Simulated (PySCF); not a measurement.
How well do the runs reproduce experiment for HLi?

**Measured values to compare with.**

Liu, Meijer, Perez-Rios, Phys. Chem. Chem. Phys. 22 (2020) 24191 lists, for the gas: dipole moment 5.882 D.

How close the calculation comes is told at the end.

HLi.
SMILES with atom numbers: `[LiH:1]` (hydrogens: H2 on Li1)

Geometry (BHandHLYP/6-31+G*, Å), atoms numbered from 1 in this order:
```xyz
2
LiH angstrom
Li     0.8079   -0.0030   -0.0027
H     -0.8052    0.0043   -0.0114
```

The PySCF runs (gas phase, on this BHandHLYP/6-31+G* geometry; no spin–orbit coupling):

```
                          level                                          job  basis functions  wall time
BHandHLYP/6-31+G*, grid level 1  geometry optimisation from a GFN2-xTB start               20     0.98 s
```

Hardware: one thread of an Arm Neoverse N1, no GPU, shared host.

All basis functions are spherical.

**Comparison with experiment**

**Dipole moment.** Measured: 5.882 D (Liu, Meijer, Perez-Rios, Phys. Chem. Chem. Phys. 22 (2020) 24191).

| level | computed (D) | computed − measured (D) | % (from the printed values) |
| --- | --- | --- | --- |
| BHandHLYP/6-31+G* | 5.752 | -0.130 | -2 |

The computed dipoles belong to one fixed geometry; measured ones are averaged over vibrations unless marked μe. Magnitudes are compared, not signs.

No measured geometry was used, and the causes of the misses weren't examined.
